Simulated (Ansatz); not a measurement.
```yaml
crystal:
  periodic: [false, false, false]
  atoms:
    - {symbol: P, position_ang: [-1.935147, -0.272737, -0.002309]}
    - {symbol: P, position_ang: [0.042633, 0.162276, 0.000994]}
    - {symbol: P, position_ang: [1.965958, 0.074690, 0.001125]}
    - {symbol: H, position_ang: [-2.256923, 1.099221, 0.005857]}
basis:
  gaussian: {orbitals: def2-TZVP}
hamiltonian: {xc: pbe0}
relax: {f_tol: 0.004, max_steps: 80}
```

```sh
$ ansatz run in.yaml --threads 1 --pin off --events-out ev --progress --plain --max-ram 2176MiB
```

Steps of the relaxation (energy above the last step; positions in Å, forces in eV/Å):

```
4
step 1, 26.4 meV
P    -1.935   -0.273   -0.002    0.023   -0.350   -0.002
P     0.043    0.162    0.001    0.949   -0.097    0.000
P     1.966    0.075    0.001   -0.953    0.093    0.000
H    -2.257    1.099    0.006   -0.019    0.355    0.002
```

```
4
step 2, 5.9 meV
P    -1.937   -0.283   -0.002   -0.032   -0.082   -0.001
P     0.042    0.144    0.001   -0.111   -0.092   -0.001
P     1.932    0.094    0.001    0.159    0.054    0.000
H    -2.221    1.108    0.006   -0.015    0.120    0.001
```

```
4
step 3, 1.7 meV
P    -1.947   -0.282   -0.002   -0.022   -0.006    0.000
P     0.041    0.112    0.001   -0.053   -0.027    0.000
P     1.934    0.115    0.001    0.040    0.026    0.000
H    -2.212    1.119    0.006    0.036    0.007    0.000
```

```
4
step 4, 0.7 meV
P    -1.968   -0.289   -0.002    0.022    0.107    0.001
P     0.026    0.076    0.000    0.118   -0.021    0.000
P     1.922    0.149    0.002   -0.118   -0.003    0.000
H    -2.164    1.128    0.006   -0.021   -0.083   -0.001
```

```
4
step 7, 0.0 meV
P    -1.963   -0.285   -0.002    0.001    0.000    0.000
P     0.031    0.078    0.000   -0.001    0.000    0.000
P     1.924    0.144    0.002    0.000    0.000    0.000
H    -2.175    1.126    0.006    0.000    0.001    0.000
```

Close pairs at the end: P1–H4 1.427 Å, P2–P3 1.894 Å, P1–P2 2.027 Å.

A stationary point of restricted PBE0 after 7 steps (its stability towards spin polarisation wasn't tested); no frequencies were run, so it isn't proven a minimum. 26 s on 1 thread of Arm Neoverse V1, shared host.
